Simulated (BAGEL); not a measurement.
# C3H4FN (SMILES FCC1=NC1) at HF/STO-3G (density fitting with qzvpp-jkfit)

Aim: the vertical singlet–triplet gap of C3H4FN at HF/STO-3G (density fitting with qzvpp-jkfit), from 2 runs. 

Program for the calculation: BAGEL 1.2.2.

## 1. The molecule

C3H4FN has 9 atoms, charge 0, and is taken as a singlet. As SMILES, `FCC1=NC1`. Geometry: relaxed at GFN2-xTB. This is one conformer, not always the lowest.

Bond lengths: F1–C2 1.371 Å, C2–C3 1.459 Å, C3–N4 1.255 Å, C3–C5 1.454 Å, N4–C5 1.499 Å, C2–H6 1.098 Å, C2–H7 1.098 Å, C5–H8 1.082 Å, C5–H9 1.082 Å. Some angles: F1–C2–C3 111.7°, C2–C3–N4 145.7°, C2–C3–C5 147.6°, N4–C3–C5 66.7°, C3–N4–C5 63.0°, C3–C5–N4 50.3°, F1–C2–H6 107.4°, F1–C2–H7 107.3°, C3–C2–H6 110.5°, C3–C2–H7 110.4°.

## 2. The energy at HF/STO-3G (density fitting with qzvpp-jkfit)

The input, input.json:

```json
{ "bagel": [

{
  "title": "molecule",
  "basis": "sto-3g",
  "df_basis": "qzvpp-jkfit",
  "angstrom": true,
  "geometry": [
    { "atom": "F", "xyz": [   -0.963540,    1.474060,    0.993130 ] },
    { "atom": "C", "xyz": [    0.209450,    0.765350,    1.040900 ] },
    { "atom": "C", "xyz": [    0.289370,   -0.217830,   -0.033970 ] },
    { "atom": "N", "xyz": [    0.980520,   -1.124020,   -0.560580 ] },
    { "atom": "C", "xyz": [   -0.340730,   -0.817050,   -1.199140 ] },
    { "atom": "H", "xyz": [    0.252880,    0.268850,    2.019390 ] },
    { "atom": "H", "xyz": [    1.031870,    1.488400,    0.959640 ] },
    { "atom": "H", "xyz": [   -1.134750,   -1.540460,   -1.071730 ] },
    { "atom": "H", "xyz": [   -0.325060,   -0.297290,   -2.147660 ] }
  ]
},
{
  "title": "hf"
},
{
  "title": "print",
  "file": "orbitals.molden",
  "orbitals": true
}

]}
```

On the command line:

```console
$ BAGEL_NUM_THREADS=1 BAGEL input.json > input.out
```

The program printed:

```text
* using 1 threads per process

  ===============================================================
  ===============================================================

  *** Geometry ***

  { "atom" : "F", "xyz" : [     -1.820827,      2.785570,      1.876744 ] },
  { "atom" : "C", "xyz" : [      0.395803,      1.446302,      1.967016 ] },
  { "atom" : "C", "xyz" : [      0.546830,     -0.411639,     -0.064194 ] },
  { "atom" : "N", "xyz" : [      1.852914,     -2.124090,     -1.059343 ] },
  { "atom" : "C", "xyz" : [     -0.643886,     -1.544001,     -2.266046 ] },
  { "atom" : "H", "xyz" : [      0.477874,      0.508053,      3.816094 ] },
  { "atom" : "H", "xyz" : [      1.949952,      2.812668,      1.813457 ] },
  { "atom" : "H", "xyz" : [     -2.144367,     -2.911048,     -2.025276 ] },
  { "atom" : "H", "xyz" : [     -0.614274,     -0.561797,     -4.058489 ] },

  Number of auxiliary basis functions:      451

  Since a DF basis is specified, we compute 2- and 3-index integrals:
    o Being stored without compression. Storage requirement is 0.003 GB

  Number of basis functions:       29
  Number of electrons      :       38

    * METHOD: MOLECULE                             0.16

  *** RHF ***

  === Nuclear Repulsion ===
   160.7469136772

      * DIIS with orbital gradients will be used.

  === RHF iteration (sto-3g) ===
      0       -266.05413010          0.02489339           0.01
      1       -266.16348695          0.01529687           0.01
      2       -266.20713208          0.00205874           0.01
      3       -266.20867914          0.00059838           0.01
      4       -266.20887096          0.00020356           0.01
      5       -266.20890309          0.00007637           0.01
      6       -266.20890745          0.00002342           0.01
      7       -266.20890776          0.00000764           0.01
      8       -266.20890779          0.00000184           0.01
      9       -266.20890779          0.00000075           0.01
     10       -266.20890779          0.00000030           0.01
     11       -266.20890779          0.00000008           0.01
     12       -266.20890779          0.00000004           0.01
     13       -266.20890779          0.00000002           0.01
     14       -266.20890779          0.00000001           0.01
    * SCF iteration converged.

    * Permanent dipole moment:
           (    0.147807,    -0.377277,    -0.319376) a.u.

    * METHOD: HF                                   0.24

    * METHOD: PRINT                                0.00

  ===============================================================
```

Run time: 0.56 s. Hardware: 1 thread of Intel Xeon at 2.60GHz (Ice Lake), shared host; peak memory 0.083 GiB.

## 3. The triplet at the same level

input.json, as its differences from that of step 2:

```diff
@@ -19,10 +19,4 @@
 },
-{
-  "title": "hf"
-},
-{
-  "title": "print",
-  "file": "orbitals.molden",
-  "orbitals": true
-}
+{ "title": "uhf", "nopen": 2 },
+{ "title": "print", "file": "orbitals.molden", "orbitals": true }
```

On the command line:

```console
$ BAGEL_NUM_THREADS=1 BAGEL input.json > input.out
```

The program printed:

```text
* using 1 threads per process

  ===============================================================
  ===============================================================

  *** Geometry ***

  { "atom" : "F", "xyz" : [     -1.820827,      2.785570,      1.876744 ] },
  { "atom" : "C", "xyz" : [      0.395803,      1.446302,      1.967016 ] },
  { "atom" : "C", "xyz" : [      0.546830,     -0.411639,     -0.064194 ] },
  { "atom" : "N", "xyz" : [      1.852914,     -2.124090,     -1.059343 ] },
  { "atom" : "C", "xyz" : [     -0.643886,     -1.544001,     -2.266046 ] },
  { "atom" : "H", "xyz" : [      0.477874,      0.508053,      3.816094 ] },
  { "atom" : "H", "xyz" : [      1.949952,      2.812668,      1.813457 ] },
  { "atom" : "H", "xyz" : [     -2.144367,     -2.911048,     -2.025276 ] },
  { "atom" : "H", "xyz" : [     -0.614274,     -0.561797,     -4.058489 ] },

  Number of auxiliary basis functions:      451

  Since a DF basis is specified, we compute 2- and 3-index integrals:
    o Being stored without compression. Storage requirement is 0.003 GB

  Number of basis functions:       29
  Number of electrons      :       38

    * METHOD: MOLECULE                             0.14

  *** Open-shell HF ***

  === Nuclear Repulsion ===
   160.7469136772

      * DIIS with orbital gradients will be used.

  === UHF iteration (sto-3g) ===
      0       -265.85674837          0.04678313           0.03
      1       -266.00392908          0.02195074           0.03
      2       -266.03283057          0.01036824           0.03
      3       -266.04169018          0.00316642           0.03
      4       -266.04509647          0.00181972           0.03
      5       -266.04653628          0.00101865           0.03
      6       -266.04713384          0.00048934           0.03
      7       -266.04728257          0.00034229           0.03
      8       -266.04741124          0.00018617           0.03
      9       -266.04744654          0.00011171           0.03
[... 25 lines of this table left out ...]
     35       -266.04745840          0.00000010           0.03
     36       -266.04745840          0.00000004           0.02
     37       -266.04745840          0.00000002           0.02
     38       -266.04745840          0.00000001           0.03
    * SCF iteration converged.

    * S^2 (UHF) is 2.0213

    * Permanent dipole moment:
           (    0.006956,     0.100082,     0.124099) a.u.

    * METHOD: UHF                                  1.09

    * METHOD: PRINT                                0.00

  ===============================================================
```

Run time: 1.4 s. Hardware: 1 thread of Intel Xeon at 2.60GHz (Ice Lake), shared host; peak memory 0.083 GiB.

## 4. Outcome

Level: HF/STO-3G (density fitting with qzvpp-jkfit).

| quantity | value |
| --- | --- |
| singlet: total energy | -266.20891 Eh |
| singlet: dipole moment | 1.31 D |
| singlet: HOMO energy | -9.41 eV |
| singlet: LUMO energy | 7.42 eV |
| singlet: HOMO–LUMO gap | 16.84 eV |
| triplet: total energy | -266.04746 Eh |
| triplet: dipole moment | 0.41 D |
| triplet: ⟨S²⟩ | 2.021 |
| vertical energy of the triplet above the singlet | 4.393 eV |

What this shows: At this shape the triplet lies 4.39 eV (101 kcal/mol) above the singlet. In a minimal basis such a difference can be off by several eV, whatever the method.
